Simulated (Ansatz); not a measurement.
How far each method lies from full CI for Al₂H₂ (H-bridged), singlet

Geometry: a PBE0/def2-TZVP stationary point for this spin, not checked as a minimum.

```xyz
4

Al    0.0000    0.0925    1.2647
Al    0.0000   -0.0193   -1.3669
H     0.0000   -0.6882    2.6804
H     0.0000   -1.2711    0.0548
```

Basis 6-31G; Ansatz 0.2.0. Correlated methods freeze the noble-gas cores, which leaves 8 electrons in 20 orbitals. Prefix R: restricted or restricted open-shell reference; prefix U: unrestricted. Active spaces: valence = (8e, 10o) chosen from the atoms' valence shells; pair = (2e, 2o) about the gap.

Full CI is exact within this basis and frozen core; it isn't the basis-set limit. The frozen core follows each run's orbitals, which can shift R against U totals by a few meV.

```
UHF ⟨S²⟩                          : 0.309
T1 diagnostic (RCCSD)             : 0.0186
largest doubles amplitude (RCCSD) : 0.106
```

```csv
level,E − E(full CI) (meV),share of correlation (%),wall time
RHF,2743,0.00,–
RMP2,906,66.97,–
CISD,273,90.06,0.45 s
RCCSD,94,96.56,–
RCCSD(T),30,98.89,0.45 s
BCCD(T),30,98.91,0.3 s
RCCSDT,7,99.74,–
RCCSDT(Q),2,99.93,0.78 s
RCCSDTQ,0,99.99,7.5 s
CASSCF (pair space),2327,15.19,–
MRCISD (pair space),207,92.47,–
MRCISD+Q (pair space),-20,100.74,1 s
CASSCF (valence space),586,78.63,–
NEVPT2 (valence space),176,93.59,4.5 s
MRCISD (valence space),23,99.18,–
MRCISD+Q (valence space),11,99.59,7.5 s
```

The correlation energy at full CI, counted from RHF, is -2.743 eV. That run took 71 s on 1 thread of Arm Neoverse V1, shared host over 11,765,097 determinants.

Run but not shown, since their state or frozen core can't be matched to the reference's or they repeat it: UHF.

Times hold each run's SCF and search for its determinant on a shared host, so for small cases they say little of a method's own cost; they ran on 1 thread of Arm Neoverse V1.

Not variational, and here over 5 meV under the exact energy: MRCISD+Q (pair space).

The full-CI state has the irrep A' of Cs, in the program's axes.

Natural occupations of full CI about the gap: 1.969 1.958 1.915 1.876 0.072 0.063 0.040 0.032 0.030 0.018; effectively unpaired electrons, Σ n²(2−n)², 0.14.
